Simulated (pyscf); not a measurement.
Structures and frequencies: ωB97X-D3(BJ)/def2-SVP in PySCF.

**Question.** For O=W(F)(F)(F)–Cl + water (H₂O) → O=W(OH)(F)(F)–F + hydrogen chloride (HCl), a four-centre exchange (singlet surface; Cl–W, H–O broken, O–W, Cl–H formed), PBE/def2-TZVP gives ΔE‡ = 0.16 eV and ΔE = +0.06 eV (zero: the separated reactants). In which direction and how far do r²SCAN/def2-TZVP, B3LYP-D3(BJ)/def2-TZVP, ωB97M-D3(BJ)/def2-TZVP move these?

**Answer.** r²SCAN: ΔE‡ = 0.08 eV, ΔE = +0.04 eV; B3LYP-D3(BJ): ΔE‡ = 0.19 eV, ΔE = +0.03 eV; ωB97M-D3(BJ): ΔE‡ = 0.19 eV, ΔE = 0.00 eV. PBE's barrier lies among them. Its reaction energy lies over all of them, by 0.02 to 0.06 eV. On the reactant side the descent ends in an adduct with a O–W contact, 0.41 eV under the separated species and 0.56 eV under the saddle at ωB97X-D3(BJ)/def2-TZVP. On the product side the descent ends in a bound adduct, 0.38 eV under the separated species and 0.38 eV under the saddle at ωB97X-D3(BJ)/def2-TZVP. What is counted as formed (O–W) is already present as a longer contact in the reactant adduct; forming that adduct is a step of its own. This is the saddle that the search found; another between the same sides may lie lower. Elements past Kr carry the def2 core potentials, without spin-orbit coupling.
